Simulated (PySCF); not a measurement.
Gas-phase reaction: Si + 2 CH3OCH3 = (CH3)3SiOH + HCHO (formaldehyde)

Method: PySCF energies (xtb for GFN2) plus ideal-gas RRHO corrections (1 bar). † marks an energy on the PBE0/def2-TZVP geometry and frequencies; other levels use their own. MP2 and CCSD(T) freeze the core. Open shells (unrestricted): Si (multiplicity 3, electronic degeneracy 9); the rest are closed-shell singlets. GFN2 has no spin-polarisation term. Spin-orbit splitting is ignored; it lowers the true energy and changes the entropy of Si. MP2 isn't extrapolated to the basis-set limit; its ΔH°(298 K) is -630.4 kJ in def2-SVP and -690.4 kJ in def2-TZVPP. CCSD(T) isn't extrapolated to the basis-set limit. The harmonic model lacks anharmonicity and excited electronic states, which grow with temperature; levels with a mode under 35 cm⁻¹ are left out. Internal rotation in CH3OCH3, (CH3)3SiOH is treated as a harmonic vibration of one conformer, which makes the entropy rough.

| level | ΔE electronic, kJ | ΔH°(298 K), kJ | ΔS°(298 K), J/K | ΔG°(2000 K), kJ |
|---|---|---|---|---|
| CCSD(T)/def2-SVP† | -575 | -595 | -107 | -431 |
| GFN2-xTB | -456 | -467 | -95 | -317 |
| HF/def2-TZVP† | -539 | -559 | -107 | -395 |
| MP2/def2-SVP† | -610 | -630 | -107 | -467 |
| MP2/def2-TZVPP† | -670 | -690 | -107 | -527 |
| PBE/def2-SVP | -594 | -612 | -103 | -455 |
| PBE0/def2-SVP† | -593 | -613 | -107 | -449 |
ΔH° is lowest at MP2/def2-TZVPP† and highest at GFN2-xTB. No reference value is set beside these.
